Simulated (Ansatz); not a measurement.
Born–Oppenheimer molecular dynamics of BClH₃N (6 atoms, charge 0, multiplicity 1). It starts from a rough guess of a transition structure, not a stationary point.

Theory: UKS BLYP/def2-SVP (Ansatz).

```
ensemble                      : NVE (velocity Verlet)
time step                     : 0.5 fs
steps asked                   : 150
starting velocities drawn for : 600 K
seed                          : 985044
```

First frame:

```xyz
6
Properties=species:S:1:pos:R:3
B -0.498 0.418 -0.302
Cl 0.551 -0.954 -1.613
N 0.164 0.033 0.785
H 0.891 -0.860 0.112
H -1.303 1.112 -0.746
H 0.195 0.251 1.763
```

Question: How far do the bonds stretch over the last three quarters of this one trajectory? (Pairs bonded in most of those frames.)

Answer: 
```json
{"bond": "B1–Cl2", "mean (Å)": "1.936", "spread (Å)": "0.217", "shortest": "1.58", "longest": "2.23"}
{"bond": "B1–N3", "mean (Å)": "1.424", "spread (Å)": "0.076", "shortest": "1.31", "longest": "1.57"}
{"bond": "B1–H5", "mean (Å)": "1.229", "spread (Å)": "0.070", "shortest": "1.09", "longest": "1.33"}
{"bond": "N3–H4", "mean (Å)": "1.086", "spread (Å)": "0.118", "shortest": "0.88", "longest": "1.26"}
{"bond": "N3–H6", "mean (Å)": "1.038", "spread (Å)": "0.051", "shortest": "0.95", "longest": "1.13"}
```

Mean temperature of the second half: 2081 K. The conserved energy stayed within 2.9 meV per atom of its start (net change -1.4 meV per atom), so the integration is sound. The kinetic energy rose, since the run started high on the potential surface and went downhill. A run of 0.075 ps of so small a system gives no equilibrium averages. The orbitals were unrestricted but ended closed-shell.

The run took 5.3 min on 1 thread of Intel(R) Xeon(R) Platinum 8259CL CPU @ 2.50GHz (Skylake/Cascade Lake), with other jobs on the host, peak memory 0.13 GiB.
